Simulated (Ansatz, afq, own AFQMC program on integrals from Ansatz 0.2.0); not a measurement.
**Atomization energy of CH3BI, doublet**

```csv
atom,x (Å),y (Å),z (Å)
C,-0.3512,0.3520,-0.3242
B,0.1023,-1.0390,0.1788
I,1.8007,-1.4949,1.3427
H,-1.0322,0.7475,0.4548
H,0.4656,1.0816,-0.4480
H,-0.9431,0.2889,-1.2504
```

Connectivity, by distances: CH3–B–I.

Atoms in their ground-state spins without spin–orbit coupling (mostly on UHF) minus the molecule (UHF), without zero-point energy. The geometry is a stationary point, not shown to be a minimum.

Basis def2-TZVP with its core potentials. Only valence electrons are correlated. Integrals, coupled cluster, full CI and functionals: Ansatz 0.2.0; the random walks run on the same integrals in our own AFQMC program. The CISD trial takes its coefficients from CCSD amplitudes. Released means that phaseless walkers are propagated on without the constraint, phases kept. Error bars are statistical, one sigma. No spin–orbit coupling. The errors of all members are added in quadrature.

No full CI on the walks' own integrals is used here. The released AFQMC energy serves as the reference, which it does only where one determinant dominates, the energy is flat over the last release times and near the phaseless one (40 meV or 2 meV an electron, half that with transition metals). On small molecules, where full CI could be run and the noise was under 10 meV, such values lay within 10 meV of it in 19 cases of 20, a flattering rate, since the rule was set on those same cases; what remains of the bias isn't in the error bar. Each member takes its own surest rung, up to full CI.

The best estimate is CCSD(T) at the basis-set limit (CBS: def2-TZVPP and def2-QZVPP, with their diffuse functions for anions and beside diffuse sets, CCSD(T) itself extrapolated) plus the step from CCSD(T) to AFQMC with the constraint released in def2-TZVP. Rows without CBS are in def2-TZVP; B2PLYP and the wave-function rows carry a basis error of their own. Core correlation and relativity beyond core potentials are missing, and ± holds the sampling alone.

Cautions: inner d shell frozen; no spin-orbit coupling; CH₃BI (doublet): the released value is read at 1.50 1/Eh with a noise of 12 meV, more than in the cases checked (meV from the phaseless value at times in 1/Eh: -16 ± 7 at 0.24, -8 ± 8 at 0.51, -19 ± 10 at 0.99, -13 ± 12 at 1.50); other spins of the molecule weren't checked.

Best estimate: 464.0 ± 0.3 kcal/mol.

```tsv
level	atomization energy (kcal/mol)	error against the best estimate (kcal/mol)
HF	360.0	-104.0 ± 0.3
MP2	455.2	-8.8 ± 0.3
CCSD	441.7	-22.3 ± 0.3
CCSD(T)	448.1	-15.9 ± 0.3
ph-AFQMC/CISD	448.6 ± 0.2	-15.4 ± 0.4
released AFQMC	448.6 ± 0.3	-15.4
CCSD(T)/CBS	463.5	-0.5 ± 0.3
PBE	478.7	14.7 ± 0.3
r2SCAN	475.4	11.4 ± 0.3
PBE0	472.7	8.7 ± 0.3
B3LYP	464.1	0.1 ± 0.3
wB97M-V	464.4	0.4 ± 0.3
B2PLYP	460.7	-3.3 ± 0.3
```

Correlation beyond CCSD(T) changes it by less than twice the noise. Going to the basis-set limit adds 15.4 kcal/mol at CCSD(T). The perturbative (T) step is worth +6.4 kcal/mol.

Best estimates are given only where the step beyond CCSD(T) is under 0.3 eV and no member's determinant is very poor (T1 over 0.05, or 0.07 for open shells, ⟨S²⟩ too high by 0.3, two states mixed), so the hardest cases are missing from such tables.

The functionals ran in a triple-zeta set and keep a basis error of their own, a few kJ/mol for each bond in atomization energies and more for double hybrids, so close places among them and the extrapolated levels can swap.

Each member of a difference takes its own highest rung, so a best estimate needn't equal the limit plus the step of one row. Released energies are given only where the last usable release times agree within the noise; a slower fall can still hide under it. The exponents were fitted on light atoms, and def2 sets of heavy atoms don't grow evenly, so the limit is rough here.
